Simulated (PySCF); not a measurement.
Series X–O+ and X–S+, computed as singlets and as triplets. Isolated molecules, 0 K electronic values unless said otherwise. Strings in code marks are SMILES.

The highest occupied spin orbital from two functionals at the same geometries (B3LYP-D3(BJ)/def2-TZVP), both in PySCF: PBE-D3(BJ)/def2-TZVP and B3LYP-D3(BJ)/def2-TZVP. B3LYP has the VWN-RPA correlation part, as in Gaussian. 

```tsv
species	PBE-D3(BJ)/def2-TZVP (eV)	B3LYP-D3(BJ)/def2-TZVP (eV)
O, X = cyano, multiplicity 3 (`C(#N)[O+]` (lower triplet))	-18.32	-19.76
S, X = H, multiplicity 3 (`[SH+]` (lower triplet))	-17.29	-18.38
S, X = ethynyl, multiplicity 3 (`C#C[S+]` (lower triplet))	-13.90	-14.85
S, X = isocyano, multiplicity 3 (`[C-]#[N+][S+]` (lower triplet))	-14.75	-16.13
```

Over these rows, drawn at random from the members with no instability flagged (it was tested for open shells, ions and some series alone), PBE minus B3LYP-D3(BJ): mean +1.22 eV, from +0.95 eV to +1.44 eV.
